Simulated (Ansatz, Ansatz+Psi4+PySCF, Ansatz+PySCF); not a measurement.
```yaml
atoms:
  - { symbol: C, position_ang: [-0.5563, 0.5520, -0.1340] }
  - { symbol: H, position_ang: [-0.7305, 1.5009, 0.3630] }
  - { symbol: F, position_ang: [-1.5320, -0.3405, 0.0271] }
  - { symbol: Cl, position_ang: [1.0599, -0.1067, 0.0125] }
```

Basis set: cc-pVTZ on H, C, F; cc-pV(T+d)Z on Cl (spherical functions). Correlated methods keep 7 orbitals frozen. Correlation on ROHF uses semicanonical orbitals with singles. Charge 0, multiplicity 2.

Computed with Ansatz (development build ahead of 0.2.0); each method stands on the lowest determinant of its kind that the runs found.

The atomization energy at this shape (free ground-state atoms in the same class of orbitals less the molecule, no zero-point energy) of doublet CHClF:

```json
{"method": "ROHF-MP2", "atomization energy": "295.45 kcal/mol"}
{"method": "UHF-MP2", "atomization energy": "295.94 kcal/mol"}
```

Q: What does ROHF-CCSD(T) give?

A: 284.74 kcal/mol.
